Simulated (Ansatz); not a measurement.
# Sb (within 0.1 Å of Pm-3m, No. 221, 4 atoms in the cell; start mp-567409; another form than the element's usual one)

Level of theory: LDA in Ansatz (PAW).

Numerical settings: plane-wave cutoff 500 eV, 10×10×6 k mesh (along the axes of the cell as run), Fermi–Dirac smearing 0.05 eV, scalar-relativistic PAW data made under PBE.

Cell (relaxed at this level):

```yaml
crystal:
  lattice:
    - [4.28427, 0.00000, 0.44447]
    - [0.00000, 4.30727, 0.00000]
    - [-0.62498, 0.00000, 6.02676]
  atoms:
    - { symbol: Sb, position: [0.75000, 0.75000, 0.25000] }
    - { symbol: Sb, position: [0.25000, 0.25000, 0.75000] }
    - { symbol: Sb, position: [0.25000, 0.25000, 0.25000] }
    - { symbol: Sb, position: [0.75000, 0.75000, 0.75000] }
```

band gap: zero (no gap)

Spin–orbit coupling is not included.

A start named mp-… is a Materials Project structure, which need not be a measured phase.

Ansatz is a program for electronic structure.
